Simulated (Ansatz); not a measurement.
# AlSi (quartet): the correlation ladder at distance Si1–Al2 = 6.532 Å, cc-pVDZ

Aim: climb from Hartree-Fock through coupled cluster and multireference methods for AlSi (quartet) at one geometry and basis, and see what each rung misses.

Program: Ansatz 0.2.0, Gaussian basis. Level of theory: cc-pVDZ, core rule «outside noble gas», up to 10 orbitals frozen. These are calculated values, not measurements.

The runs, in order: UHF; CCSD(T) on ROHF; CCSD(T) on UHF; BCCD(T) on ROHF; CISD; CCSDT(Q) on ROHF; CCSDT(Q) on UHF; CASSCF and MRCISD+Q, 5 electrons in 5 orbitals; CASSCF and NEVPT2, 5 electrons in 5 orbitals; CASSCF and MRCISD+Q, 7 electrons in 8 orbitals; CASSCF and MRCISD+Q(relaxed), 7 electrons in 8 orbitals; CASSCF and NEVPT2, 7 electrons in 8 orbitals; Full CI.

23 further runs of the same task are left out: 19 that didn't finish, 4 set aside as unsound or not needed.

### Step 1. What is computed

The geometry derives from a PBE0/def2-TZVP stationary point (not a proven minimum). One bond is set to the value named and the two fragments are kept rigid.

2 atoms, charge 0, spin multiplicity 4.

Atoms are counted from 1 here; the program's logs count them from 0.

No contacts short enough for the rule that draws bonds.

### Step 2. UHF

Contents of in.yaml:

```yaml
crystal:
  periodic: [false, false, false]
  atoms:
    - {symbol: Si, position_ang: [0.000000, 0.000000, 0.000000]}
    - {symbol: Al, position_ang: [0.000000, 0.000000, 6.532000]}
basis:
  gaussian: {orbitals: cc-pVDZ}
magnetization: {spin_polarized: true, initial_magnetization: 3}
hamiltonian: {xc: hf}
output: {orbitals: {seedname: orbitals}}
```

Started as:

```console
> ansatz run in.yaml --threads 1 --pin off --events-out ev --progress --plain --max-ram 2393MiB
```

Further steps of the session: CCSD(T) on ROHF; CCSD(T) on UHF; BCCD(T) on ROHF; CISD; CCSDT(Q) on ROHF; CCSDT(Q) on UHF; CASSCF and MRCISD+Q, 5 electrons in 5 orbitals; CASSCF and NEVPT2, 5 electrons in 5 orbitals; CASSCF and MRCISD+Q, 7 electrons in 8 orbitals; CASSCF and MRCISD+Q(relaxed), 7 electrons in 8 orbitals; CASSCF and NEVPT2, 7 electrons in 8 orbitals; Full CI.

**Question.** What will the summary of the whole plan be? Wanted: FCI below the RHF energy; RMP2 from FCI; UMP2 from FCI; RCCSD from FCI; RCCSD(T) from FCI; UCCSD(T) from FCI; RCCSDT(Q) from FCI; UCCSDT(Q) from FCI; NEVPT2 pair from FCI.

**Answer**, as computed:

```
                         quantity                                                              value
         FCI below the RHF energy                                                         -3.2851 eV
                    RMP2 from FCI                                                    +24.21 kcal/mol
                    UMP2 from FCI                                                    +23.95 kcal/mol
                   RCCSD from FCI                                                     +1.83 kcal/mol
                RCCSD(T) from FCI                                                     +0.63 kcal/mol
                UCCSD(T) from FCI                                                     +0.60 kcal/mol
               RCCSDT(Q) from FCI                                                     +0.09 kcal/mol
               UCCSDT(Q) from FCI                                                     +0.09 kcal/mol
             NEVPT2 pair from FCI                                                    +21.42 kcal/mol
levels within 1 kcal/mol (43 meV)  RCCSD(T), UCCSD(T), BCCD(T), RCCSDT, UCCSDT, RCCSDT(Q), UCCSDT(Q)
                    T1 diagnostic                                                              0.024
   effectively unpaired electrons                                                               3.28
```

RCCSD(T) misses by +0.63 kcal/mol, 0.8 % of the correlation energy. The occupations show some static correlation. These misses are within one basis, not against nature; the frozen cores of restricted and unrestricted runs differ, which can shift their rows.
